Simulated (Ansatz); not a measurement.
Solid CO2 (dry ice) was calculated with r²SCAN (Ansatz, a quantum-chemistry and plane-wave program, PAW).

Numerical settings: plane-wave cutoff 600 eV, 4×4×4 k mesh, scalar-relativistic PAW data made under PBE.

Computed at the level's own relaxed cell.

```yaml
crystal:
  lattice:
    - [5.58035, 0.00000, 0.00000]
    - [0.00000, 5.58035, 0.00000]
    - [0.00000, 0.00000, 5.58035]
  atoms:
    - { symbol: C, position: [0.00000, 0.50000, 0.50000] }
    - { symbol: C, position: [0.50000, 0.00000, 0.50000] }
    - { symbol: C, position: [0.00000, 0.00000, 0.00000] }
    - { symbol: C, position: [0.50000, 0.50000, 0.00000] }
    - { symbol: O, position: [0.87998, 0.62002, 0.37998] }
    - { symbol: O, position: [0.37998, 0.87998, 0.62002] }
    - { symbol: O, position: [0.87998, 0.87998, 0.87998] }
    - { symbol: O, position: [0.12002, 0.12002, 0.12002] }
    - { symbol: O, position: [0.62002, 0.37998, 0.87998] }
    - { symbol: O, position: [0.62002, 0.12002, 0.37998] }
    - { symbol: O, position: [0.37998, 0.62002, 0.12002] }
    - { symbol: O, position: [0.12002, 0.37998, 0.62002] }
```

Question: Give the elastic tensor (Voigt notation, GPa, ions relaxed, in the Cartesian axes of the cell as printed).

Answer: 
```
   12.4     6.1     6.1     0.0     0.0     0.0
    6.1    12.4     6.1     0.0     0.0     0.0
    6.1     6.1    12.4     0.0     0.0     0.0
    0.0     0.0     0.0     4.8     0.0     0.0
    0.0     0.0     0.0     0.0     4.8     0.0
    0.0     0.0     0.0     0.0     0.0     4.8
```

Note: the cell comes from a level without a dispersion term, which matters for the spacing of layers, chains or molecules.

Static lattice: no zero-point or thermal effects.
